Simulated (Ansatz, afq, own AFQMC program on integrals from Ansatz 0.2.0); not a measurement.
Integrals from Ansatz 0.2.0, then the random walk in our own AFQMC program (afq).

```yaml
crystal:
  periodic: [false, false, false]
  atoms:
    - {symbol: Zr, position_ang: [0.000000, 0.000000, 0.000000]}
    - {symbol: S, position_ang: [0.000000, 0.000000, 2.182917]}
basis:
  gaussian: {orbitals: def2-SVP}
magnetization: {spin_polarized: true, initial_magnetization: 2}
correlation: {method: ccsd_t, electrons: outside_noble_gas, hamiltonian_folder: ham}
```

```sh
$ ansatz run in.yaml --threads 1 --pin off --events-out ev --progress --plain --max-ram 1382MiB
```

Options of the walk:

```
--method free --trial cisd --walkers 60 --time-step 0.03 --max-blocks 80 --target-error 0.00038 --factor-cut 1e-05 --seed 7294 --times 0,0.21,0.42,0.81,1.2,1.8,2.4,3 --taylor-order 8
```

Times are imaginary, in 1/Eh. The walk had a cap of 1465 s. Core potentials past Kr, no spin–orbit coupling.

```
orbitals 40  electrons 6 4  factors 327 of 488
reference energy -443.91899679 Eh
CCSD correlation -0.19903396 Eh in 14 cycles, weight of the determinant in the CISD state 0.8639
repeat  energy at the last time / Eh  error
    10  -444.131718  0.001992
    20  -444.132055  0.001398
    30  -444.131005  0.001001
    40  -444.130742  0.000884
    50  -444.131187  0.000889
    60  -444.132119  0.000864
    70  -444.132595  0.000830
    80  -444.132663  0.000834
time / (1/Eh)  energy / Eh  error  mean overlap
  0.00  -444.118242  0.000204  1.1578
  0.21  -444.123218  0.000321  1.1600
  0.42  -444.125452  0.000312  1.1712
  0.81  -444.128251  0.000407  1.1817
  1.20  -444.130430  0.000396  1.1686
  1.80  -444.130578  0.000475  1.1815
  2.40  -444.132037  0.000654  1.1865
  3.00  -444.132663  0.000834  1.2022
energy -444.132663 +/- 0.000834 Eh
```

Problem. Estimate how long the walk took on 1 thread of Arm Neoverse V2 (shared host).

Solution. 3.9 min of wall time.

The run failed at least one of its tests; the cautions name the faults.

Against this walk (error 22.7 meV) on the same determinant: CCSD(T) 21.4 meV higher (within the noise), CCSDT(Q) 30.5 meV lower (within the noise). The error is statistical, and a free projection of finite length keeps a remainder of its start. The last points still move (meV from the last: 120 ± 11 at 0.81, 61 ± 11 at 1.20, 57 ± 13 at 1.80, 17 ± 18 at 2.40, 0 ± 23 at 3.00), but the last one has reached CCSDT(Q) within the noise or passed it, so little can be left to fall.

Cautions: remainder of the start not in the error; start not forgotten; error above the target (22.7 against 10.3 meV); no spin-orbit coupling; outer-core shells of the metal frozen; lower spins were not checked; higher spins were not checked; (T) is large, 7 % of the CCSD correlation; unrestricted determinant slightly spin contaminated (⟨S²⟩ 2.05 against 2.00).

CCSDT and higher add their correlation energy to the determinant of the CCSD(T) run, since their own runs factorise the integrals more tightly (a shift of under 2 meV). A walk keeps the symmetry of its determinant, which the program's search chose and which needn't be the lowest solution, so a lower state of the same spin and another symmetry isn't excluded.
